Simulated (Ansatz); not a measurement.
One change: `B=S` becomes `S=BCl`.

Ansatz, PBE0-D4/def2-TZVP geometries, multiplicity 1. 

```json
{"property": "ideal-gas entropy at 298 K and 1 bar (rigid rotor, harmonic PBE0-D4/def2-TZVP) / J/(mol·K)", "`B=S`": "215"}
{"property": "HOMO–LUMO gap (PBE/def2-TZVPP) / eV", "`B=S`": "5.30"}
{"property": "LUMO energy (PBE0/def2-TZVPP) / eV", "`B=S`": "-1.18"}
{"property": "HOMO–LUMO gap (PBE0/def2-TZVPP) / eV", "`B=S`": "7.34"}
{"property": "size of the dipole moment (B3LYP/def2-TZVPP) / D", "`B=S`": "1.37"}
{"property": "HOMO energy (PBE0/def2-TZVPP) / eV", "`B=S`": "-8.53"}
```

Task: What does the change do to each property? (Estimate.)

Result: Ansatz gave: 
| property | `S=BCl` | shift |
| --- | --- | --- |
| ideal-gas entropy at 298 K and 1 bar (rigid rotor, harmonic PBE0-D4/def2-TZVP) / J/(mol·K) | 248 | 33 |
| HOMO–LUMO gap (PBE/def2-TZVPP) / eV | 5.25 | -0.05 |
| LUMO energy (PBE0/def2-TZVPP) / eV | -0.93 | 0.25 |
| HOMO–LUMO gap (PBE0/def2-TZVPP) / eV | 7.32 | -0.02 |
| size of the dipole moment (B3LYP/def2-TZVPP) / D | 1.68 | 0.31 |
| HOMO energy (PBE0/def2-TZVPP) / eV | -8.24 | 0.29 |

Dipoles are sizes alone; their direction can turn.

B3LYP here is the variant with VWN-RPA as its local correlation; programs differ in this.
